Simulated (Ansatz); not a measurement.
`N=C(CF)CF` + H₂ → `N=CCF` + `CF`  (hydrogenolysis of a C–C bond)

Gas-phase electronic energies from Ansatz, PBE0-D4/def2-TZVP geometries. CCSD(T)/CBS adds triple-zeta CCSD(T) − MP2 to the extrapolated MP2 energy (def2 sets, frozen cores). This one scheme is used for every species. DFT in def2-TZVPP. One conformer a species, not always the lowest.

```csv
species,ωB97M-V energy (Eh)
`N=C(CF)CF`,-371.77350
H₂,-1.16132
`N=CCF`,-233.19935
`CF`,-139.74753
```

(1) Work out ΔE.

Largest T1 diagnostic among the species: 0.012.

Results:

(1) ΔE = (-233.19935) + (-139.74753) − (-371.77350) − (-1.16132) = -0.01206 Eh = -31.7 kJ/mol. CCSD(T)/CBS gives -33.9 kJ/mol.

The D4 term adds +9.1 kJ/mol with B3LYP and +5.0 kJ/mol with PBE0; it sums over pairs of atoms, weighted by their polarisabilities, and B3LYP, whose exchange is more repulsive, gets the larger term. In def2-TZVPP, CCSD(T) changes the Hartree–Fock value by +21.1 kJ/mol (the triples alone add +4.7 kJ/mol) and MP2 by +24.8 kJ/mol.

B3LYP here is the variant with VWN-RPA as its local correlation; programs differ in this.
